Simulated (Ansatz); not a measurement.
## Two structures, one formula

Two relaxed structures of AlBSiH5, doublet (PBE0-D4/def2-TZVP; forces vanish, vibrations not checked).

A:

Al1  (-1.317, 1.117, -1.451)
B2  (1.133, -0.762, 1.326)
Si3  (0.115, 0.516, 0.353)
H4  (-1.745, -0.001, -2.484)
H5  (-1.758, 2.634, -1.504)
H6  (0.450, -1.137, 0.206)
H7  (0.622, -1.295, 2.265)
H8  (2.301, -0.850, 1.092)
(Å)

B:

| atom | x (Å) | y (Å) | z (Å) |
| --- | --- | --- | --- |
| Al1 | 1.1003 | -0.4201 | 1.4105 |
| B2 | -0.0423 | -0.7000 | -0.3261 |
| Si3 | -1.0172 | 0.7045 | -1.1841 |
| H4 | -1.8505 | 0.5932 | -2.4110 |
| H5 | -1.0491 | 2.1100 | -0.7019 |
| H6 | -0.1322 | -1.7718 | -0.8593 |
| H7 | 0.4663 | -0.6034 | 2.8622 |
| H8 | 2.6386 | -0.0061 | 1.3363 |

Program: Ansatz 0.2.0. Basis: def2-TZVPP. Cores are frozen in the correlated methods; orbitals are unrestricted. B3LYP uses VWN-RPA correlation.

(1) Which structure is lower at CCSD(T), and by how much? (An estimate is asked for; the value comes from the calculation.)

(2) Do the other methods give the same order? (A judgement: the text doesn't fix the answer.)

The T1 diagnostic stays at or below 0.021. ⟨S²⟩ of the unrestricted Hartree–Fock references: 0.76 to 0.79 (a pure state has 0.75).

Results:

(1) By the calculation: A, by 4.8 kJ/mol (electronic energy, against the other). By their contacts, A is AlBSiH₅ ([AlH2][Si]1[H][BH2]1) and B is AlBSiH₅ ([AlH2][BH][SiH2]).

(2) The calculation gives: Not all: HF, CCSD give the other order.

```
   method  E(B) − E(A) (kJ/mol)
   PBE-D4                  22.6
r2SCAN-D4                  11.9
  PBE0-D4                  12.5
 B3LYP-D4                   1.2
  wB97M-V                   2.2
       HF                 -33.7
      MP2                   3.5
     CCSD                  -2.1
  CCSD(T)                   4.8
```

Labels in which every atom is bracketed show which atoms are joined, not bond orders.

For scale, one of the runs: CCSD(T)/def2-TZVPP, 185 basis functions, launched by `ansatz run in.yaml --threads 2 --pin off --events-out ev --progress --plain --max-ram 4352MiB`. Hardware: 2 CPU threads of an Arm Neoverse V2, shared host. Wall time 6.8 min; peak host memory 1.6 GiB.
